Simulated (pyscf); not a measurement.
`[CH3][Al]([CH3])[Cl]` + `[CH3]` [doublet] → `[CH3][CH3]` + `[CH3][Al][Cl]` [doublet], a substitution at C (doublet surface; Al–C broken, C–C formed). Structures and frequencies: ωB97X-D3(BJ)/def2-SVP in PySCF. Energies in eV from the separated reactants.

Small-basis levels: PySCF, no dispersion term, spherical d functions. AM1 to PM7: differences of heats of formation from MOPAC, which are fitted to 298 K values and so differ in kind from electronic energies by zero-point and thermal terms. GFN2-xTB: tblite. Open shells are spin-unrestricted. 

```json
[
 {"level": "HF/STO-3G", "barrier": "2.94", "reaction energy": "+0.18"},
 {"level": "HF/3-21G", "barrier": "2.14", "reaction energy": "-0.20"},
 {"level": "BP86/6-31G*", "barrier": "0.92", "reaction energy": "-0.80"},
 {"level": "PBE/6-31G*", "barrier": "0.85", "reaction energy": "-0.85"},
 {"level": "B3LYP/STO-3G", "barrier": "1.79", "reaction energy": "-0.11"},
 {"level": "B3LYP/3-21G", "barrier": "1.19", "reaction energy": "-0.59"},
 {"level": "B3LYP/LANL2DZ", "barrier": "1.41", "reaction energy": "-0.52"},
 {"level": "B3LYP/6-31G*", "barrier": "1.27", "reaction energy": "-0.71"},
 {"level": "M06-2X/6-31G*", "barrier": "1.27", "reaction energy": "-0.77"},
 {"level": "B3LYP/def2-SVP", "barrier": "1.34", "reaction energy": "-0.59"},
 {"level": "GFN2-xTB", "barrier": "0.69", "reaction energy": "-1.25"},
 {"level": "PM6", "barrier": "1.86", "reaction energy": "+0.15"},
 {"level": "ωB97M-D3(BJ)/def2-TZVP", "barrier": "1.49", "reaction energy": "-0.45"}
]
```

Against the last row the barrier runs from -0.80 (GFN2-xTB) to +1.44 eV (HF/STO-3G). ωB97M-D3(BJ)/def2-TZVP has limits of its own. One saddle was located; it need not be the lowest between these sides. The angle at the attacked C is 159°.
